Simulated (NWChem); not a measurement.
# Atomisation of C3H7

SMILES: [CH](C)C
```xyz
10

C     -0.0879    -0.1749    -1.3004
C      0.2005     0.4928     0.0000
C     -0.0879    -0.1749     1.3004
H     -0.0489     0.5305    -2.1550
H     -1.0883    -0.6637    -1.3020
H      0.6437    -0.9919    -1.5315
H      0.8387     1.3928     0.0000
H     -0.0489     0.5305     2.1550
H      0.6437    -0.9919     1.5315
H     -1.0883    -0.6637     1.3020
```
Charge 0, spin multiplicity 2.

Program: NWChem. The geometry was optimised at UPBE/def2-SVP, a minimum by its harmonic frequencies.

Basis set: def2-TZVP. The atomisation energy is electronic alone: no zero-point, thermal, spin-orbit or counterpoise terms. No value is extrapolated to the basis-set limit. Free atoms are single determinants with multiplicities C 3, H 2.

B3LYP has NWChem's definition, with VWN1-RPA local correlation. The structure started from a generated list of species. The unpaired electrons of the parent sit in orbitals of symmetry a' (Cs labels of the run); other states weren't searched. No SCF solution was tested for a lower state.

Problem. Order these methods by the atomisation energy they give, lowest first: LDA (SVWN5), PBE, B3LYP, PBE0, TPSS.

Solution. B3LYP (898.6 kcal/mol), PBE0 (904.7 kcal/mol), TPSS (908.9 kcal/mol), PBE (913.4 kcal/mol), LDA (SVWN5) (1014.7 kcal/mol)
